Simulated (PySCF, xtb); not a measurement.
C₃H₇Cl, SMILES C(CCl)C.

GFN2-xTB (xtb) at its own geometry gives an orbital gap of 6.93 eV and a dipole moment of 2.22 D.

The structure is a stationary point at PBE0-D3(BJ)/def2-SVP. The values are those of a single conformer.

What does PBE/def2-TZVP (PySCF) give? (An estimate is asked for; the answer gives what the named calculation found.)

gap 6.70 eV (levels -6.85 and -0.14 eV), dipole 1.97 D.
